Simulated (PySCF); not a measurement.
**Two-photon absorption: 2-chloro-2-pentene (CC/C=C(/C)Cl, C5H9Cl)**

Molfile (atoms numbered from 1):
```
C5H9Cl
     RDKit          3D

 15 14  0  0  0  0  0  0  0  0999 V2000
   -2.4606    0.0266    0.1860 C   0  0  0  0  0  0  0  0  0  0  0  0
   -1.4329    0.2325   -0.9215 C   0  0  0  0  0  0  0  0  0  0  0  0
   -0.0422   -0.0884   -0.4860 C   0  0  0  0  0  0  0  0  0  0  0  0
    1.0349    0.7023   -0.5317 C   0  0  0  0  0  0  0  0  0  0  0  0
    2.4076    0.3398   -0.0775 C   0  0  0  0  0  0  0  0  0  0  0  0
    0.9306    2.3278   -1.1726 Cl  0  0  0  0  0  0  0  0  0  0  0  0
   -2.4530   -1.0115    0.5554 H   0  0  0  0  0  0  0  0  0  0  0  0
   -2.2538    0.6859    1.0431 H   0  0  0  0  0  0  0  0  0  0  0  0
   -3.4779    0.2455   -0.1722 H   0  0  0  0  0  0  0  0  0  0  0  0
   -1.4690    1.2689   -1.2894 H   0  0  0  0  0  0  0  0  0  0  0  0
   -1.6914   -0.4123   -1.7816 H   0  0  0  0  0  0  0  0  0  0  0  0
    0.1253   -1.0876   -0.0642 H   0  0  0  0  0  0  0  0  0  0  0  0
    2.4209   -0.6801    0.3318 H   0  0  0  0  0  0  0  0  0  0  0  0
    3.1230    0.3957   -0.9135 H   0  0  0  0  0  0  0  0  0  0  0  0
    2.7590    1.0388    0.6979 H   0  0  0  0  0  0  0  0  0  0  0  0
  1  2  1  0
  2  3  1  0
  3  4  2  0
  4  5  1  0
  4  6  1  0
  1  7  1  0
  1  8  1  0
  1  9  1  0
  2 10  1  0
  2 11  1  0
  3 12  1  0
  5 13  1  0
  5 14  1  0
  5 15  1  0
M  END
```

Computed, not measured: TDDFT CAM-B3LYP/def2-TZVPD excited states, vertical, gas phase (PySCF). Geometry: PBE0-D3(BJ)/def2-SVP.

Q: Give the one- and two-photon strengths of the lowest singlets.

A: δ for parallel linear polarisation; σ at the peak of a Lorentzian of half width 0.1 eV, single beam; Ω is circular over linear.
| state | E (eV) | f | photon λ (nm) | δ (au) | σ (GM) | Ω | main |
| --- | --- | --- | --- | --- | --- | --- | --- |
| S1 | 6.12 | 0.005 | 405 | 41.9 | 0.57 | 1.09 | HOMO→LUMO 0.69, HOMO→LUMO+5 0.08 |
| S2 | 6.55 | 0.367 | 379 | 27.8 | 0.44 | 0.39 | HOMO→LUMO+1 0.65, HOMO→LUMO 0.12 |
| S3 | 6.61 | 0.015 | 375 | 26.1 | 0.42 | 1.40 | HOMO→LUMO+4 0.22, HOMO→LUMO+5 0.16 |
| S4 | 7.07 | 0.016 | 351 | 21.4 | 0.39 | 0.75 | HOMO→LUMO+2 0.68, HOMO→LUMO+4 0.11 |
| S5 | 7.23 | 0.008 | 343 | 162 | 3.10 | 0.65 | HOMO→LUMO+3 0.76, HOMO→LUMO+1 0.08 |
| S6 | 7.54 | 0.058 | 329 | 29.2 | 0.61 | 1.46 | HOMO→LUMO+5 0.45, HOMO→LUMO+4 0.39 |

Among these, the strongest one-photon state is S2, the strongest two-photon state S5, with a dipole change of 2.3 D (relaxed, norm of the difference vector).
